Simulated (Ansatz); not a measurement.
# OCS (carbonyl sulfide): levels of theory compared

We compute a comparison of 6 runs (B2PLYP/STO-3G, BHLYP/STO-3G, CAM-B3LYP/STO-3G, CCSDT(Q)/STO-3G, CCSDTQ/STO-3G, UCCSD(T)/STO-3G) of OCS (carbonyl sulfide). 

The calculation is run with Ansatz 0.2.0.

50 further runs of the same task are left out: 2 that didn't finish, 48 set aside as unsound or not needed.

### 1 The system as given

OCS has 3 atoms, charge 0, and is taken as a singlet. SMILES: `O=C=S`. The C2–O1 distance was set to 1.729 Å, away from the relaxed value.

Bond lengths: C2–S3 1.558 Å. A long bond or contact: O1–C2 1.729 Å.

### 2 The energy at B2PLYP/STO-3G (run 1)

The input, in.yaml:

```yaml
crystal:
  periodic: [false, false, false]
  atoms:
    - {symbol: O, position_ang: [1.334629, 0.990725, 0.842694]}
    - {symbol: C, position_ang: [0.096740, 0.071800, 0.061080]}
    - {symbol: S, position_ang: [-1.018720, -0.756210, -0.643230]}
basis:
  gaussian: {orbitals: STO-3G}
hamiltonian: {xc: {name: B2PLYP}}
correlation: {frozen_orbitals: {C: 1, O: 1, S: 5}}
accuracy: high
```

Started as:

```
ansatz run in.yaml --threads 1 --pin off --max-ram 3480MiB --events-out events.jsonl --progress --plain --runs-dir runs
```

The log of the run:

```text
Warning: RAYON_NUM_THREADS=1 ignored (pool sized by the plan → 1); use --threads N
Functional definition: B2PLYP
  name "B2PLYP"
  parameter a = 0.53
  parameter c = 0.27
  exchange = (1 - a)*b88_x + a*exact_x
  correlation = (1 - c)*lyp_c + c*(mp2_os + mp2_ss)
319 factors; integrals over basis functions are off by at most 2.4e-8 eV
mean field evaluation 1: about -13735.2728 eV, gradient 4.3e1 eV
mean field evaluation 2: about -13735.2485 eV, gradient 4.3e1 eV
mean field evaluation 4: about -13738.0496 eV, gradient 3.2e1 eV
mean field evaluation 8: about -13742.6626 eV, gradient 3.4e0 eV
mean field evaluation 16: about -13742.7063 eV, gradient 1.1e-4 eV
mean field -13742.70630955 eV, -505.0351417349 hartree, gradient 6.6e-8 eV, S^2 0.000000; 0 other end points of the search recorded, 0 dependent functions left out; unrestricted orbitals would lower it
7 core orbitals not correlated: weight in the atoms' cores, before any rotation towards them, 1.000 or more for the frozen orbitals, at most 0.000 for the correlated occupied ones
reference -13742.70632251 eV, -505.0351422112 hartree; 8, 8 occupied and 4, 4 virtual orbitals, 319 factors
second order -8.91512579 eV of doubles, -0.00000000 eV of singles
Total energy: -13745.11340647 eV, -505.1236009153 hartree
```

Run time: 0.58 s. Hardware: 1 thread of Intel Xeon 6975P-C (Granite Rapids), shared host.

### 3 The energy at BHLYP/STO-3G (run 2)

The input, molecule.yaml:

```yaml
crystal:
  periodic: [false, false, false]
  atoms:
    - {symbol: O, position_ang: [1.334629, 0.990725, 0.842694]}
    - {symbol: C, position_ang: [0.096740, 0.071800, 0.061080]}
    - {symbol: S, position_ang: [-1.018720, -0.756210, -0.643230]}
basis:
  gaussian:
    orbitals: STO-3G
hamiltonian:
  xc: {name: BHLYP}
accuracy: high
```

Started as:

```
ansatz run molecule.yaml --threads 1 --pin off --max-ram 3480MiB --events-out events.jsonl --progress --plain --runs-dir runs
```

The log of the run:

```text
Warning: RAYON_NUM_THREADS=1 ignored (pool sized by the plan → 1); use --threads N
Functional definition: BHLYP
  name "BHLYP"
  parameter a = 0.5
[... 1 set-up line as earlier in the session ...]
  correlation = lyp_c
319 factors; integrals over basis functions are off by at most 2.4e-8 eV
mean field evaluation 1: about -13743.8089 eV, gradient 4.2e1 eV
mean field evaluation 2: about -13611.9185 eV, gradient 1.4e2 eV
mean field evaluation 4: about -13747.8135 eV, gradient 3.0e1 eV
mean field evaluation 8: about -13751.1151 eV, gradient 5.2e-1 eV
mean field evaluation 16: about -13751.1100 eV, gradient 2.2e-4 eV
mean field -13751.11002537 eV, -505.3439725952 hartree, gradient 1.0e-8 eV, S^2 0.000000; 0 other end points of the search recorded, 0 dependent functions left out
reference -13751.11003918 eV, -505.3439731029 hartree; 15, 15 occupied and 4, 4 virtual orbitals, 319 factors
Total energy: -13751.11003918 eV, -505.3439731029 hartree
```

Run time: 0.44 s. Hardware: 1 thread of Intel Xeon 6975P-C (Granite Rapids), shared host.

Runs 3 to 4 aren't shown in full; the table further down has their settings and results.

### 4 The energy at CCSDTQ/STO-3G (run 5)

molecule.yaml, as its differences from that of step 3:

```diff
@@ -9,4 +9,7 @@
     orbitals: STO-3G
-hamiltonian:
-  xc: {name: BHLYP}
+correlation:
+  method: ccsdtq
+  frozen_orbitals: {C: 1, O: 1, S: 5}
+scf:
+  omitted_lower_state_checks: [cluster_reference, increment]
 accuracy: high
```

Started as:

```
ansatz run molecule.yaml --threads 1 --pin off --max-ram 3480MiB --events-out events.jsonl --progress --plain --runs-dir runs
```

The log of the run:

```text
Warning: RAYON_NUM_THREADS=1 ignored (pool sized by the plan → 1); use --threads N
[... 12 lines left out ...]
7 core orbitals not correlated: weight in the atoms' cores, before any rotation towards them, 1.000 or more for the frozen orbitals, at most 0.000 for the correlated occupied ones
[... 48 lines left out ...]
Total energy: -13726.60194154 eV, -504.4433171266 hartree
Checks for a lower state left out: cluster_reference, increment
```

It took 7.5 s on 1 thread of Intel Xeon 6975P-C (Granite Rapids), shared host; peak memory 0.4 GiB.

### 5 The energy at UCCSD(T)/STO-3G (run 6)

The input, run.yaml:

```yaml
crystal:
  periodic: [false, false, false]
  atoms:
    - {symbol: O, position_ang: [1.334629, 0.990725, 0.842694]}
    - {symbol: C, position_ang: [0.096740, 0.071800, 0.061080]}
    - {symbol: S, position_ang: [-1.018720, -0.756210, -0.643230]}
basis:
  gaussian:
    orbitals: STO-3G
magnetization:
  spin_polarized: true
correlation:
  method: ccsd_t
  frozen_orbitals: {C: 1, O: 1, S: 5}
accuracy: high
scf:
  omitted_lower_state_checks: [cluster_reference, increment]
```

Started as:

```
ansatz run run.yaml --threads 1 --pin off --max-ram 3480MiB --events-out events.jsonl --progress --plain --runs-dir runs
```

The log of the run:

```text
Warning: RAYON_NUM_THREADS=1 ignored (pool sized by the plan → 1); use --threads N
[... 23 lines left out ...]
7 core orbitals not correlated: weight in the atoms' cores, before any rotation towards them, 1.000 or more for the frozen orbitals, at most 0.000 for the correlated occupied ones
[... 54 lines left out ...]
Total energy: -13726.24316479 eV, -504.4301323243 hartree
Checks for a lower state left out: cluster_reference, increment
```

It took 1.2 s on 1 thread of Intel Xeon 6975P-C (Granite Rapids), shared host.

### 6 The series

| run | level | frozen core orbitals | energy (Eh) | wall time |
| --- | --- | --- | --- | --- |
| 1 | B2PLYP/STO-3G | 7 | -505.123601 | 0.58 s |
| 2 | BHLYP/STO-3G | – | -505.343973 | 0.44 s |
| 3 | CAM-B3LYP/STO-3G | – | -505.331019 | 0.52 s |
| 4 | CCSDT(Q)/STO-3G | 7 | -504.455380 | 0.42 s |
| 5 | CCSDTQ/STO-3G | 7 | -504.443317 | 7.5 s |
| 6 | UCCSD(T)/STO-3G | 7 | -504.430132 | 1.2 s |

### 7 What came out

| quantity | value |
| --- | --- |
| run 6: total energy | -504.43013 Eh |
| run 6: correlation energy (7 core orbitals frozen) | -177.3 mEh |
| run 6: (T) correction | -16.31 mEh |
| run 6: ⟨S²⟩ of the reference determinant | 1.827 |
| run 6: T1 diagnostic | 0.153 |

Totals of different functionals can't be ranked against each other. In runs 1, 4, 5 the log says that unrestricted orbitals would lower the reference, so the values rest on an unstable closed-shell determinant (other closed-shell runs at this shape may share the fault). In runs 1, 2, 3, 4, 5, 6 the basis is minimal, so the values are rough. Spin contamination of the reference: run 6 ⟨S²⟩ = 1.83. Where it is this large, the reference is a mixture of spin states, and values that rest on it are in doubt. All runs together took 11 s, the longest 7.5 s.
